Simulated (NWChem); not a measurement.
Species: water (H$_{2}$O); SMILES O

All runs: NWChem. Medium grid unless said otherwise, to which SCAN and Minnesota functionals are sensitive. All runs use the structure optimised with PBE0/def2-SVP. Hybrids' shares of exact exchange are those that their runs print; pure functionals count as 0. The functionals differ in more than this share.

```csv
row,share of exact exchange,highest occupied level (eV)
"LDA (Slater exchange, VWN5)/def2-TZVPD",0.00,-7.39
PBE/def2-TZVPD,0.00,-7.24
B3LYP/def2-TZVPD,0.20,-8.82
PBE0/def2-TZVPD,0.25,-9.08
M06-2X/def2-TZVPD,0.54,withheld
Hartree-Fock/def2-TZVPD,1.00,-13.89
```

Problem. Fit a straight line of the last column on the one before it, predict the withheld value, and compare with the run.

Solution. 
1. Means of the 5 shown rows: x = 0.290, y = -9.284. Slope Σ(x − x̄)(y − ȳ)/Σ(x − x̄)² = -4.462/0.6820 = -6.543; intercept -7.387.
2. The shown rows scatter about the line by 0.092 (root mean square); the largest residual is +0.15, at PBE/def2-TZVPD.
3. At x = 0.54 (M06-2X/def2-TZVPD; inside the shown range) the line gives -10.92.
4. The run gives -10.98, -0.06 from the line, 0.7 times the scatter.
